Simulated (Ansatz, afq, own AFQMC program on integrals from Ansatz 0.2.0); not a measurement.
Atomization energy of SiH$_{2}$, singlet

```yaml
atoms:
  - { symbol: Si, position_ang: [-0.4939, 0.4712, -0.2148] }
  - { symbol: H, position_ang: [0.8452, 0.5822, 0.5255] }
  - { symbol: H, position_ang: [-0.3513, -1.0533, -0.3107] }
```

Atoms in their ground-state spins without spin–orbit coupling (mostly on UHF) minus the molecule (RHF), without zero-point energy. The geometry is a stationary point, not shown to be a minimum.

Basis def2-TZVP. Only valence electrons are correlated. Integrals, coupled cluster, full CI and functionals: Ansatz 0.2.0; the random walks run on the same integrals in our own AFQMC program. ph-AFQMC/CISD is guided by a CISD state made of CCSD amplitudes; releasing the constraint for a short imaginary time cuts its bias at the price of noise, slowly where states lie close. Uncertainties: one standard error, sampling alone. The errors of all members are added in quadrature.

No full CI on the walks' own integrals is used here; CCSDTQ serves as the reference and is uncertain by about the last step of the cluster series. Each member takes its own surest rung, up to full CI.

The best estimate is CCSD(T) at the basis-set limit (CBS: def2-TZVPP and def2-QZVPP, with their diffuse functions for anions and beside diffuse sets, CCSD(T) itself extrapolated) plus the step from CCSD(T) to CCSDTQ in def2-TZVP. Rows without CBS are in def2-TZVP; B2PLYP and the wave-function rows carry a basis error of their own. Core correlation and relativity beyond core potentials are missing, and ± holds the sampling alone.

Cautions: SiH₂ (singlet): restricted determinant unstable towards unrestricted (UHF 109 meV lower, ⟨S²⟩ 0.41), the released energies are still falling, so no released level is given (meV from the phaseless value at times in 1/Eh: -1.1 ± 1.6 at 0.24, -2.3 ± 1.3 at 0.51, -4.5 ± 1.5 at 0.99, -6.8 ± 1.2 at 1.62, -8.5 ± 1.8 at 2.40), though the last usable value meets CCSDTQ within the noise, the ph-AFQMC/CISD walk drifts between its halves (2.5 errors).

```json
{"level": "PBE0", "atomization energy (kJ/mol)": "615.8"}
{"level": "B2PLYP", "atomization energy (kJ/mol)": "626.1"}
{"level": "MP2", "atomization energy (kJ/mol)": "584.5"}
```

Q: From these cheaper values, estimate the atomization energy at the level of the best estimate.

A: 644.2 kJ/mol (best estimate, highest rung CCSDTQ).

| level | atomization energy (kJ/mol) | error against the best estimate (kJ/mol) |
| --- | --- | --- |
| HF | 460.0 | -184.2 |
| CCSD | 610.5 | -33.8 |
| CCSD(T) | 613.3 | -30.9 |
| CCSDT | 613.4 | -30.9 |
| CCSDT(Q) | 613.6 | -30.7 |
| ph-AFQMC/CISD | 613.5 ± 0.2 | -30.8 ± 0.2 |
| HF/CBS | 462.0 | -182.3 |
| MP2/CBS | 618.2 | -26.1 |
| CCSD(T)/CBS | 644.0 | -0.3 |
| PBE | 619.2 | -25.0 |
| B3LYP | 642.5 | -1.8 |
| wB97M-V | 649.3 | 5.0 |
| surest rungs in def2-TZVP | 613.6 | -30.7 |

Correlation beyond CCSD(T) adds 0.3 kJ/mol. Going to the basis-set limit adds 30.7 kJ/mol at CCSD(T). The perturbative (T) step is worth +2.8 kJ/mol. The functionals spread over 33.5 kJ/mol; B3LYP and wB97M-V come nearest and PBE0 is 28.4 kJ/mol too low.

Best estimates are given only where the step beyond CCSD(T) is under 0.3 eV and no member's determinant is very poor (T1 over 0.05, or 0.07 for open shells, ⟨S²⟩ too high by 0.3, two states mixed), so the hardest cases are missing from such tables.

The functionals ran in a triple-zeta set and keep a basis error of their own, a few kJ/mol for each bond in atomization energies and more for double hybrids, so close places among them and the extrapolated levels can swap.

CCSDT and higher add their correlation energy to the determinant of the CCSD(T) run, since their own runs factorise the integrals more tightly (a shift of under 2 meV). Each member of a difference takes its own highest rung, so a best estimate needn't equal the limit plus the step of one row. A walk keeps the symmetry of its determinant, which the program's search chose and which needn't be the lowest solution, so a lower state of the same spin and another symmetry isn't excluded.
